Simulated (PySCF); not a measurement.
Start geometry of `CN=O` (CH3NO) from GFN2-xTB (Å):
```
atom  x, y, z in Å
C1    -0.399    0.017    0.026
N2     0.865   -0.591    0.123
O3     1.811    0.065   -0.220
H4    -0.827    0.016    1.016
H5    -1.035   -0.606   -0.623
H6    -0.390    1.070   -0.367
```

Question: What comes out of this run: PBE0-D3(BJ)/def2-SVP geometry optimisation, gas phase (PySCF)?

Answer: 
```
atom  x, y, z in Å
C1    -0.4098    0.0604    0.0716
N2     0.8837   -0.6294    0.0888
O3     1.7483   -0.0589   -0.5038
H4    -0.6929    0.2378    1.1214
H5    -1.1481   -0.6454   -0.3409
H6    -0.3684    0.9969   -0.5057
```

The energy falls by 7.8 kJ/mol over 8 energy and gradient evaluations, the largest force component goes from 0.0356 to 3.8e-04 Eh/bohr, and the atoms move by 0.032 Å rms after alignment. The bond that changes most is C1–N2 (N-methyl carbon to nitroso nitrogen), which lengthens by 0.060 Å. Bonds longer at the end by more than 0.005 Å: 2 of 5; shorter: 2. Among the angles that change most is N2–C1–H6, from 115.0° to 111.9°. Rotational constants go from 66092, 11743, 10629 to 62544, 11615, 10433 MHz. The orientation of the end geometry is arbitrary; only internal coordinates are fixed.

The run used 57 basis functions and 65 SCF cycles in all. The run took 5.4 s wall on one thread, Intel Xeon Platinum 8559C (x86_64), shared host with 192 logical CPUs at a one-minute load of 43, and the process peaked at 0.28 GiB of memory.

PBE0-D3(BJ)/def2-SVP frequencies: not computed here.
